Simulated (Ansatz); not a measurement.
# Si2H4 (SMILES [SiH][SiH3]): levels of theory compared

Wanted: a comparison of 6 runs (U-r2SCAN/STO-3G, U-revPBE/STO-3G, UB2PLYP/STO-3G, UCAM-B3LYP/STO-3G, UPBE/STO-3G, RPA@PBE/STO-3G) of Si2H4. 

The results are computed with Ansatz 0.2.0.

29 further runs of the same task are left out: 29 set aside as unsound or not needed.

### Step 1. The molecule

Si2H4: 6 atoms, total charge 0, spin state triplet. SMILES: `[SiH][SiH3]`. The Si2–Si1 distance was set to 2.817 Å, away from the relaxed value.

Bond lengths: Si1–H3 1.473 Å, Si2–H4 1.467 Å, Si2–H5 1.474 Å, Si2–H6 1.474 Å. Angles: H4–Si2–H5 107.9°, H4–Si2–H6 107.9°, H5–Si2–H6 104.3°. A long bond or contact: Si1–Si2 2.817 Å.

### Step 2. A single-point energy at U-r2SCAN/STO-3G (run 1)

The input, molecule.yaml:

```yaml
crystal:
  periodic: [false, false, false]
  atoms:
    - {symbol: Si, position_ang: [0.478423, -2.100636, 0.420595]}
    - {symbol: Si, position_ang: [-0.300130, 0.523270, -0.245660]}
    - {symbol: H, position_ang: [1.583633, -2.542576, 1.289005]}
    - {symbol: H, position_ang: [-1.456530, 0.376070, -1.136010]}
    - {symbol: H, position_ang: [0.714920, 1.325330, -0.951090]}
    - {symbol: H, position_ang: [-0.708920, 1.369020, 0.889660]}
basis:
  gaussian: {orbitals: STO-3G}
accuracy: high
magnetization: {spin_polarized: true, initial_magnetization: 2}
hamiltonian: {xc: {name: r2SCAN}}
```

Launch:

```bash
$ ansatz run molecule.yaml --threads 1 --pin off --max-ram 2610MiB --events-out events.jsonl --progress --plain --runs-dir runs
```

What it wrote:

```text
Warning: RAYON_NUM_THREADS=1 ignored (pool sized by the plan → 1); use --threads N
Functional definition: r2SCAN
  name "r2SCAN"
  parameter k0 = 0.174
  parameter k1 = 0.065
  parameter a1 = 4.9479
  exchange = r2scan_x(k0 = k0, k1 = k1, a1 = a1)
  correlation = r2scan_c
374 factors; integrals over basis functions are off by at most 1.1e-8 eV
mean field evaluation 1: about -15630.3342 eV, gradient 1.1e1 eV
mean field evaluation 2: about -15630.0787 eV, gradient 1.1e1 eV
mean field evaluation 4: about -15631.3082 eV, gradient 4.9e-1 eV
mean field evaluation 8: about -15631.2456 eV, gradient 8.4e-3 eV
mean field evaluation 16: about -15631.2456 eV, gradient 6.2e-6 eV
mean field -15631.24556196 eV, -574.4376791633 hartree, gradient 2.5e-8 eV, S^2 2.001265; 0 other end points of the search recorded, 0 dependent functions left out
reference -15631.24556303 eV, -574.4376792027 hartree; 17, 15 occupied and 5, 7 virtual orbitals, 374 factors
Total energy: -15631.24556303 eV, -574.4376792027 hartree
```

Run time: 3.6 s. Hardware: 1 thread of AMD EPYC 9R14 (Zen 4), shared host; peak memory 0.27 GiB.

### Step 3. A single-point energy at U-revPBE/STO-3G (run 2)

The input, molecule.yaml:

```yaml
crystal:
  periodic: [false, false, false]
  atoms:
    - symbol: Si
      position_ang: [0.478423, -2.100636, 0.420595]
    - symbol: Si
      position_ang: [-0.300130, 0.523270, -0.245660]
    - symbol: H
      position_ang: [1.583633, -2.542576, 1.289005]
    - symbol: H
      position_ang: [-1.456530, 0.376070, -1.136010]
    - symbol: H
      position_ang: [0.714920, 1.325330, -0.951090]
    - symbol: H
      position_ang: [-0.708920, 1.369020, 0.889660]
basis:
  gaussian:
    orbitals: STO-3G
accuracy: high
hamiltonian:
  xc: {name: revPBE}
magnetization:
  spin_polarized: true
  initial_magnetization: 2
```

Launch:

```bash
$ ansatz run molecule.yaml --threads 1 --pin off --max-ram 2610MiB --events-out events.jsonl --progress --plain --runs-dir runs
```

What it wrote:

```text
Warning: RAYON_NUM_THREADS=1 ignored (pool sized by the plan → 1); use --threads N
Functional definition: revPBE
  name "revPBE"
  parameter kappa = 1.245
  parameter beta = 0.06672455060314922
  exchange = pbe_x(kappa = kappa, mu = beta*pi^2/3)
  correlation = pbe_c(beta = beta)
374 factors; integrals over basis functions are off by at most 1.1e-8 eV
mean field evaluation 1: about -15628.1928 eV, gradient 1.2e1 eV
mean field evaluation 2: about -15627.4452 eV, gradient 1.4e1 eV
mean field evaluation 4: about -15629.2963 eV, gradient 5.5e-1 eV
mean field evaluation 8: about -15629.2296 eV, gradient 5.7e-3 eV
mean field evaluation 16: about -15629.2296 eV, gradient 3.5e-7 eV
mean field -15629.22957247 eV, -574.3635929159 hartree, gradient 4.3e-8 eV, S^2 2.000814; 0 other end points of the search recorded, 0 dependent functions left out
reference -15629.22957517 eV, -574.3635930150 hartree; 17, 15 occupied and 5, 7 virtual orbitals, 374 factors
Total energy: -15629.22957517 eV, -574.3635930150 hartree
```

Wall time 1.5 s (1 thread of AMD EPYC 9R14 (Zen 4), shared host); peak memory 0.15 GiB.

### Step 4. A single-point energy at UB2PLYP/STO-3G (run 3)

The input, molecule.yaml:

```yaml
crystal:
  periodic: [false, false, false]
  atoms:
    - {symbol: Si, position_ang: [0.478423, -2.100636, 0.420595]}
    - {symbol: Si, position_ang: [-0.300130, 0.523270, -0.245660]}
    - {symbol: H, position_ang: [1.583633, -2.542576, 1.289005]}
    - {symbol: H, position_ang: [-1.456530, 0.376070, -1.136010]}
    - {symbol: H, position_ang: [0.714920, 1.325330, -0.951090]}
    - {symbol: H, position_ang: [-0.708920, 1.369020, 0.889660]}
basis:
  gaussian: {orbitals: STO-3G}
magnetization: {spin_polarized: true, initial_magnetization: 2}
hamiltonian: {xc: {name: B2PLYP}}
correlation: {frozen_orbitals: {H: 0, Si: 5}}
accuracy: high
```

Launch:

```bash
$ ansatz run molecule.yaml --threads 1 --pin off --max-ram 2610MiB --events-out events.jsonl --progress --plain --runs-dir runs
```

What it wrote:

```text
Warning: RAYON_NUM_THREADS=1 ignored (pool sized by the plan → 1); use --threads N
Functional definition: B2PLYP
  name "B2PLYP"
  parameter a = 0.53
  parameter c = 0.27
  exchange = (1 - a)*b88_x + a*exact_x
  correlation = (1 - c)*lyp_c + c*(mp2_os + mp2_ss)
374 factors; integrals over basis functions are off by at most 1.1e-8 eV
mean field evaluation 1: about -15623.1940 eV, gradient 7.3e0 eV
mean field evaluation 2: about -15623.1722 eV, gradient 7.3e0 eV
mean field evaluation 4: about -15623.7998 eV, gradient 8.1e-1 eV
mean field evaluation 8: about -15623.8237 eV, gradient 4.1e-2 eV
mean field evaluation 16: about -15623.8238 eV, gradient 1.0e-5 eV
mean field -15623.82378852 eV, -574.1649340199 hartree, gradient 5.7e-8 eV, S^2 2.013564; 0 other end points of the search recorded, 0 dependent functions left out
10 core orbitals not correlated: weight in the atoms' cores, before any rotation towards them, 1.000 or more for the frozen orbitals, at most 0.000 for the correlated occupied ones
reference -15623.82380845 eV, -574.1649347522 hartree; 7, 5 occupied and 5, 7 virtual orbitals, 374 factors
second order -2.23946713 eV of doubles, -0.00000000 eV of singles
Total energy: -15624.42846457 eV, -574.1871554550 hartree
```

Wall time 1.7 s (1 thread of AMD EPYC 9R14 (Zen 4), shared host); peak memory 0.16 GiB.

Runs 4 to 5 aren't shown in full; the table further down has their settings and results.

### Step 5. A single-point energy at RPA@PBE/STO-3G (run 6)

molecule.yaml: that of step 4 with these lines changed.

```diff
@@ -1 +1,3 @@
+basis:
+  gaussian: {orbitals: STO-3G}
 crystal:
@@ -9,7 +11,5 @@
     - {symbol: H, position_ang: [-0.708920, 1.369020, 0.889660]}
-basis:
-  gaussian: {orbitals: STO-3G}
 magnetization: {spin_polarized: true, initial_magnetization: 2}
-hamiltonian: {xc: {name: B2PLYP}}
-correlation: {frozen_orbitals: {H: 0, Si: 5}}
+hamiltonian: {xc: {name: PBE}}
+correlation: {method: rpa, frozen_orbitals: {H: 0, Si: 5}}
 accuracy: high
```

Launch:

```bash
$ ansatz run molecule.yaml --threads 1 --pin off --max-ram 2610MiB --events-out events.jsonl --progress --plain --runs-dir runs
```

What it wrote:

```text
Warning: RAYON_NUM_THREADS=1 ignored (pool sized by the plan → 1); use --threads N
Functional definition: PBE
  name "PBE"
  parameter kappa = 0.804
  parameter beta = 0.06672455060314922
  exchange = pbe_x(kappa = kappa, mu = beta*pi^2/3)
  correlation = pbe_c(beta = beta)
374 factors; integrals over basis functions are off by at most 1.1e-8 eV
mean field evaluation 1: about -15622.4505 eV, gradient 1.1e1 eV
mean field evaluation 2: about -15622.3911 eV, gradient 1.1e1 eV
mean field evaluation 4: about -15623.2441 eV, gradient 3.6e0 eV
mean field evaluation 8: about -15623.4320 eV, gradient 3.4e-2 eV
mean field evaluation 16: about -15623.4320 eV, gradient 3.4e-6 eV
mean field -15623.43198312 eV, -574.1505354372 hartree, gradient 3.3e-8 eV, S^2 2.000663; 0 other end points of the search recorded, 0 dependent functions left out
10 core orbitals not correlated: weight in the atoms' cores, before any rotation towards them, 0.999 or more for the frozen orbitals, at most 0.000 for the correlated occupied ones
reference -15601.71200473 eV, -573.3523409536 hartree; 7, 5 occupied and 5, 7 virtual orbitals, 374 factors
Total energy: -15606.26367576 eV, -573.5196117788 hartree
```

It took 1.8 s on 1 thread of AMD EPYC 9R14 (Zen 4), shared host; peak memory 0.16 GiB.

### Step 6. Overview of the runs

| run | level | frozen core orbitals | energy (Eh) | ⟨S²⟩ | wall time |
| --- | --- | --- | --- | --- | --- |
| 1 | U-r2SCAN/STO-3G | – | -574.437679 | 2.001 | 3.6 s |
| 2 | U-revPBE/STO-3G | – | -574.363593 | 2.001 | 1.5 s |
| 3 | UB2PLYP/STO-3G | 10 | -574.187155 | 2.014 | 1.7 s |
| 4 | UCAM-B3LYP/STO-3G | – | -574.434342 | 2.008 | 1.6 s |
| 5 | UPBE/STO-3G | – | -574.150536 | 2.001 | 1.5 s |
| 6 | RPA@PBE/STO-3G | 10 | -573.519612 | 2.001 | 1.8 s |

### Step 7. Outcome

```
                                quantity          value
                     run 6: total energy  -573.51961 Eh
 run 6: RPA correlation energy (valence)     -167.3 mEh
run 6: ⟨S²⟩ of the reference determinant          2.001
```

In words: Totals of different functionals can't be ranked against each other. In runs 1, 2, 3, 4, 5, 6 the basis is minimal, so the values are rough. All runs together took 12 s, the longest 3.6 s.
